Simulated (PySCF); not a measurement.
# C4H4O2 (2-butynoic acid): the cost of one run

The runs use PySCF 2.14.0, with density-fitted response routines of our own; the level of theory stands in each step. All values are computed, except where a source is named. Atoms are numbered from 0 throughout.

## 1. The starting structure

10 atoms, charge 0, multiplicity 1; geometry from: GFN2-xTB. The atoms were then displaced at random by about 0.01 Å, so the start is not that level's minimum.

Bonds of the start (Å): C0–C1 1.42, C1–C2 1.19, C2–C3 1.49, C3–O4 1.19, C3–O5 1.32, C0–H6 1.07, C0–H7 1.10, C0–H8 1.13, O5–H9 0.97.

## 2. Relaxing the molecule at PBE0-D3(BJ)/def2-SVP

What the job is given:

```
{"job": {"xc": "PBE0", "basis": "def2-SVP", "d3": "d3bj", "grid": 1, "shake": 0.01, "kind": "geom"}, "charge": 0, "multiplicity": 1}
C     -2.153220    -0.175470     0.316420
C     -0.769660     0.014470     0.075990
C      0.396990     0.145390    -0.120620
C      1.844950     0.372740    -0.366810
O      2.271250     1.375630    -0.833590
O      2.554810    -0.686680    -0.024190
H     -2.355780    -1.114590     0.784760
H     -2.693500    -0.095860    -0.640610
H     -2.536070     0.652670     0.980920
H      3.490670    -0.509220    -0.193330
```

Command:

```console
$ OMP_NUM_THREADS=1 python probes_run.py task.json out
```

The driver reads the jobs from task.json and runs them one after another.

**Question.** How long does this first job take on 1 thread of Arm Neoverse V1, shared host, and how much memory does it need?

About 26 s, with a peak of 0.41 GiB.
